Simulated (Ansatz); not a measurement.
A run of Ansatz (development build ahead of 0.2.0) on doublet PF₂ at this shape:

```xyz
3

F     0.0000    0.3765   -1.3202
P     0.0000   -0.7529    0.0000
F     0.0000    0.3765    1.3202
```

Its results:

| Property | Result |
| --- | --- |
| Converged | yes |
| Reference energy | -539.33969 hartree |
| Correlation energy | -0.47148 hartree |
| Total energy | -539.81117 hartree |
| Spin squared of the determinant | 0.771 |
| Stability test | minimum |
| Occupied orbitals by symmetry in an Abelian subgroup (alpha; beta) | 8 A1 1 A2 3 B1 5 B2; 8 A1 1 A2 2 B1 5 B2 |

Messages of the program:
```
mean field -14676.18058208 eV, -539.3396885190 hartree, gradient 3.7e-6 eV, S^2 0.771313; 0 other ends of a descent, 0 dependent functions left out
```

Which input gives this output? Name the method, the orbitals and the basis set, and write the input.

UHF-MP2 in def2-SVP.

```yaml
crystal:
  periodic: [false, false, false]
  atoms:
    - { symbol: F, position_ang: [0.0, 0.37645, -1.32018] }
    - { symbol: P, position_ang: [0.0, -0.75289, 0.0] }
    - { symbol: F, position_ang: [0.0, 0.37645, 1.32018] }
basis:
  gaussian: { orbitals: def2-SVP }
magnetization:
  spin_polarized: true
  initial_magnetization: 1
hamiltonian:
  xc: hf
correlation:
  method: mp2
  frozen_orbitals: { F: 1, P: 5 }
```
